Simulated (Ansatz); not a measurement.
BSiH5 (BH2(SiH3)): methods side by side

BSiH5 has 7 atoms, charge 0, and is taken as a singlet. SMILES: `[H]B([H])[SiH3]`. The shape is that of a GFN2-xTB optimisation.

Quantity: the vertical ionisation energy (to the doublet cation), in eV. The values are calculated.

| level | kind | program | value (eV) | less FCI/STO-3G | CPU time (all runs) |
| --- | --- | --- | --- | --- | --- |
| PBE/STO-3G | GGA | Ansatz | 9.84 | +0.50 | 5.4 s |
| r2SCAN/STO-3G | meta-GGA | Ansatz | 9.99 | +0.65 | 8.4 s |
| PBE0/STO-3G | global hybrid | Ansatz | 10.03 | +0.69 | 3.8 s |
| r2SCAN0/STO-3G | hybrid meta-GGA | Ansatz | 10.08 | +0.74 | 9.1 s |
| wB97M-V/STO-3G | range-separated hybrid | Ansatz | 10.12 | +0.78 | 52 s |
| B2PLYP/STO-3G | double hybrid | Ansatz | 9.87 | +0.53 | 4.1 s |
| MP2/STO-3G | perturbation theory | Ansatz | 9.40 | +0.06 | 0.21 s |
| CCSDTQ/STO-3G | coupled cluster or CI | Ansatz | 9.34 | 0.00 | 28 s |
| FCI/STO-3G | exact in the basis | Ansatz | 9.34 | 0.00 | 36 s |

FCI/STO-3G is exact within its basis and frozen core, so for wave-function methods in that basis the difference is their error; functionals converge differently with the basis, so for them it is only a difference. The values span 9.34 to 10.12 eV. All rows use very small basis sets, so none should be taken for the real molecule's value. Times are those of the runs behind each value, whatever else they computed, on shared processors of several kinds: orders of magnitude only.
